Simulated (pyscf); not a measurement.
Structures and frequencies: ωB97X-D3(BJ)/def2-SVP in PySCF.

What is the homolytic dissociation enthalpy (298 K, ωB97M-D3(BJ)/def2-TZVP) of the C–C bond of `[CH3][CH2][CH]=[C]=[O]`, to CH₃• + •H₂C–CH=C=O?

C–C to CH₃• + •H₂C–CH=C=O: 77.8 kcal/mol. The 7 functionals that were run give +68.7 (r²SCAN) to +78.8 kcal/mol (M06-2X). The radicals are drawn with the spin at the cut bond; how far it spreads was not checked. Other isomers of •H₂C–CH=C=O were not searched in full and may lie lower.
